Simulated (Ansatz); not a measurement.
The same path of AlClH2 + H2 (6 atoms, charge 0, multiplicity 1) was run 3 times with different band settings. Lost on the way: H5–H6. Made: Al1–H5, Cl2–H6.

These are results of RKS PBE0-D4/def2-SVP (Ansatz 0.2.0), not measurements.

Relaxed end points:

```xyz
6
Properties=species:S:1:pos:R:3
Al 0.004 0.096 0.219
Cl -0.011 0.722 2.245
H 1.404 0.029 -0.511
H -1.389 -0.059 -0.507
H 0.074 -2.152 0.497
H 0.062 -1.901 1.222
```

```xyz
6
Properties=species:S:1:pos:R:3
Al 0.021 -0.451 -0.329
Cl 0.009 -0.035 2.305
H 1.377 0.318 -0.649
H -1.381 0.234 -0.648
H 0.069 -2.028 -0.061
H 0.048 -1.303 2.548
```

Common settings: movable images 5; climbing image yes; optimiser quadratic models (default); start path through a guess of the saddle point; iteration limit 60; end points relaxed.

| run | spring | force threshold |
| --- | --- | --- |
| 1 | 5.0 eV/Å² | 0.05 eV/Å |
| 2 | 5.0 eV/Å² | 0.5 eV/Å |
| 3 | 0.5 eV/Å² | 0.05 eV/Å |

(1) What does each run give, and how far can it be trusted?

Answers

(1) Run 1: converged after 6 iterations, highest image 1.320 eV above the first end. A vibrational analysis at the climbing image gives one clearly imaginary mode, 186i cm⁻¹: a first-order saddle point.
Run 2: converged after 4 iterations, highest image 1.332 eV above the first end. The threshold of 0.5 eV/Å is loose, so the images may lie well off the minimum-energy path. The order of the stationary point at the top wasn't checked.
Run 3: converged after 7 iterations, highest image 1.320 eV above the first end. Another band between the same ends (5 images) ends at a top of the same energy, where a vibrational analysis finds 1 clearly imaginary mode.
The orbitals stay closed-shell, which can raise the energy where a bond breaks towards radicals; this wasn't checked here.
